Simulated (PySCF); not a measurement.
An unknown shows these calculated signals:

$^{1}$H NMR (600 MHz, computed): δ 1.26 (m, 2H), 1.21 (m, 2H).

$^{13}$C{$^{1}$H} NMR (computed): δ 123.9 (C, d, J = 32.8 Hz), 69.9 (C, d, J = 288.0 Hz), 18.4 (CH2, d, J = 11.0 Hz).

PySCF 2.14.0 with density-fitted response routines calculation with couplings computed with B3LYP/pcJ-1 (spin–dipole term only in couplings to heteroatoms), PBE/pcSseg-2 with gauge-including orbitals and structure optimised with PBE0-D3(BJ)/def2-SVP; one conformer, non-relativistic Hamiltonian, fast rotation and ring inversion assumed for equivalent nuclei, no solvent.

Referencing at the same level of theory: TMS for $^{1}$H (σ = 31.18 ppm) and $^{13}$C (σ = 179.39 ppm).

Question: Which of these does the molecule contain: a tert-butyl group, a nitrile, a methoxy group, a heteroaromatic ring, a three-membered ring?

Answer: 
- A tert-butyl group: no.
- A nitrile: yes (δC 123.9).
- A methoxy group: no.
- A heteroaromatic ring: no.
- A three-membered ring: yes.

The data belong to `N#CC1(F)CC1`, C₄H₄FN; they needn't prove each group on their own.

Carbon signals by region: 1 in the sp2 and nitrile region (100–160 ppm), 1 at 50–100 ppm, 1 below 50 ppm.

Common functionals overestimate the size of one-bond C–F couplings by tens of Hz; these are unscaled. Multiplet labels drop couplings under 1 Hz and merge nearly equal ones. Couplings among chemically equivalent protons are left out too, so labels in AA′BB′ or AA′XX′ sets are apparent multiplicities. Unscaled 3J(H,H) at this level run about 10 % above measured values. Shifts are as computed, not scaled to solution data. Of 1211 compounds with measured shifts, 218 miss one by over three times the rms of a fit or turn the order of signals round; such compounds aren't used in these exercises.
